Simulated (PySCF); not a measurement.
## Core-level binding energies of `CC#CCS`

Compound: C4H6S.
SMILES with atom numbers: `[CH3:1][C:2]#[C:3][CH2:4][SH:5]`

Method: delta-SCF UKS SCAN, pcX-2 on the ionised atom, pcseg-1 elsewhere, spin-free X2C in PySCF 2.14.0. Each binding energy is the total energy of the core-ionised species, with the hole localised on one atom, minus that of the ground state; both are solved self-consistently, so orbital relaxation is included.

What binding energy does each computed site have?

```json
{"atom(s)": "S5", "environment": "thiol sulfur", "level": "S 1s", "binding energy (eV)": "2477.18", "above the level's lowest (eV)": "0.00", "count": "1"}
{"atom(s)": "C4", "environment": "sp3 carbon bound to sulfur", "level": "C 1s", "binding energy (eV)": "292.09", "above the level's lowest (eV)": "+1.91", "count": "1"}
{"atom(s)": "C1", "environment": "propargylic carbon", "level": "C 1s", "binding energy (eV)": "291.64", "above the level's lowest (eV)": "+1.46", "count": "1"}
{"atom(s)": "C2", "environment": "alkyne carbon", "level": "C 1s", "binding energy (eV)": "290.23", "above the level's lowest (eV)": "+0.05", "count": "1"}
{"atom(s)": "C3", "environment": "alkyne carbon", "level": "C 1s", "binding energy (eV)": "290.18", "above the level's lowest (eV)": "0.00", "count": "1"}
```

Lowest listed C 1s: C3, bonded to C (triple bond) and C. Highest, 1.91 eV above it: C4, bonded to S, C and 2 H. The widest gap between neighbouring values is 1.41 eV, between 290.23 and 291.64 eV.

Which effective nuclear charge Zeff reproduces each element's mean 1s value in the hydrogen-like formula E = 13.606 eV × Zeff²?

C (Z = 6): mean 291.0 eV, Zeff = 4.62, Z − Zeff = 1.38; S (Z = 16): mean 2477.2 eV, Zeff = 13.49, Z − Zeff = 2.51. Means run over the listed sites, weighted by atom count.

Not every level is listed. Geometry: PBE0-D3(BJ)/def2-SVP, one conformer, isolated molecule.

The run took 33 s on one thread of an Arm Neoverse V2, on a shared host.

Shape of the structure used: `[CH3:1][C:2]#[C:3][CH2:4][SH:5]`: H–S5–C4–C3 58°.
